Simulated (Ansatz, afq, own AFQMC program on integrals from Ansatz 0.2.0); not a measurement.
**Atomization energy of SiGeH$_{4}$, singlet**

```xyz
6

Si   -0.0007   -0.0931    1.7691
Ge   -0.0001    0.0132   -0.6582
H     0.0020    1.4326    1.8041
H    -0.0315   -1.3611   -1.3540
H     1.2699    0.7478   -1.1427
H    -1.2124    0.8215   -1.1701
```

Connectivity, by distances: SiH–GeH3.

Atoms in their ground-state spins without spin–orbit coupling (mostly on UHF) minus the molecule (RHF), without zero-point energy. The geometry is a stationary point, not shown to be a minimum.

Basis cc-pVTZ. Only valence electrons are correlated. Integrals, coupled cluster, full CI and functionals: Ansatz 0.2.0; the random walks run on the same integrals in our own AFQMC program. ph-AFQMC/CISD is guided by a CISD state made of CCSD amplitudes; releasing the constraint for a short imaginary time cuts its bias at the price of noise, slowly where states lie close. Error bars are statistical, one sigma. No spin–orbit coupling. The errors of all members are added in quadrature.

No full CI on the walks' own integrals is used here. The released AFQMC energy serves as the reference, which it does only where one determinant dominates, the energy is flat over the last release times and near the phaseless one (40 meV or 2 meV an electron, half that with transition metals). On small molecules, where full CI could be run and the noise was under 10 meV, such values lay within 10 meV of it in 19 cases of 20, a flattering rate, since the rule was set on those same cases; what remains of the bias isn't in the error bar. Each member takes its own surest rung, up to full CI.

The best estimate is CCSD(T) at the basis-set limit (CBS: def2-TZVPP and def2-QZVPP, with their diffuse functions for anions and beside diffuse sets, CCSD(T) itself extrapolated) plus the step from CCSD(T) to AFQMC with the constraint released in cc-pVTZ. Rows without CBS are in cc-pVTZ; B2PLYP and the wave-function rows carry a basis error of their own. Core correlation and relativity beyond core potentials are missing, and ± holds the sampling alone.

Cautions: inner d shell frozen; no relativity below Rb; no spin-orbit coupling; SiGeH₄ (singlet): restricted determinant unstable towards unrestricted (UHF 141 meV lower, ⟨S²⟩ 0.48), the ph-AFQMC/CISD walk drifts between its halves (2.0 errors), the released value is read at 1.62 1/Eh, later times being too noisy (meV from the phaseless value at times in 1/Eh: -3 ± 7 at 0.24, -9 ± 7 at 0.51, -16 ± 9 at 0.99, -18 ± 5 at 1.62, -26 ± 13 at 2.40).

Best estimate: 14.779 ± 0.005 eV.

| level | atomization energy (eV) | error against the best estimate (eV) |
| --- | --- | --- |
| HF | 10.584 | -4.195 ± 0.005 |
| MP2 | 13.850 | -0.929 ± 0.005 |
| CCSD | 14.194 | -0.585 ± 0.005 |
| CCSD(T) | 14.328 | -0.451 ± 0.005 |
| ph-AFQMC/CISD | 14.339 ± 0.006 | -0.440 ± 0.008 |
| released AFQMC | 14.346 ± 0.006 | -0.433 |
| HF/CBS | 10.649 | -4.130 ± 0.005 |
| MP2/CBS | 14.309 | -0.470 ± 0.005 |
| CCSD(T)/CBS | 14.765 | -0.014 ± 0.005 |
| PBE | 14.419 | -0.361 ± 0.005 |
| PBE0 | 14.383 | -0.396 ± 0.005 |
| B3LYP | 14.565 | -0.214 ± 0.005 |
| wB97M-V | 14.727 | -0.052 ± 0.005 |

Correlation beyond CCSD(T) adds 0.014 ± 0.005 eV. Going to the basis-set limit adds 0.437 eV at CCSD(T). The perturbative (T) step is worth +0.135 eV.

Best estimates are given only where the step beyond CCSD(T) is under 0.3 eV and no member's determinant is very poor (T1 over 0.05, or 0.07 for open shells, ⟨S²⟩ too high by 0.3, two states mixed), so the hardest cases are missing from such tables.

The functionals ran in a triple-zeta set and keep a basis error of their own, a few kJ/mol for each bond in atomization energies and more for double hybrids, so close places among them and the extrapolated levels can swap.

Each member of a difference takes its own highest rung, so a best estimate needn't equal the limit plus the step of one row. Released energies are given only where the last usable release times agree within the noise; a slower fall can still hide under it.
